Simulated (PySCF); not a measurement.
**Neon: a sound run and one with changed settings**

Sound run: Ne [Ne], Ne⁺ [He] 2s2 2p5. All numbers are calculated (PySCF 2.14, no relativity, point nucleus, in aug-cc-pVDZ). In the sound run the correlated levels freeze 1s2. The sound run starts from symmetry-adapted Hartree-Fock orbitals and uses a fine grid where one is needed.

A second run was set up differently.

```csv
species,method,sound run (hartree),changed run (hartree),converged
Ne,MP2,-128.70322,-128.70541,yes
Ne,CCSD(T),-128.70929,-128.71129,yes
Ne⁺,MP2,-127.90903,-127.91107,yes
Ne⁺,CCSD(T),-127.92208,-127.92398,yes
```

Ionisation energy of Ne:

```
 method  sound run (eV)  changed run (eV)
    UHF          19.850            19.850
    MP2          21.611            21.615
SCS-MP2          21.466            21.467
   CCSD          21.390            21.393
CCSD(T)          21.421            21.424
```

**Question.** What was changed?
A. all electrons correlated in a valence basis
B. basis contracted for another Hamiltonian
C. minimal basis
D. too few SCF iterations

**Answer.** A. A valence basis has no tight correlating functions, so it recovers only part of the core correlation, and not evenly between atom and ion.
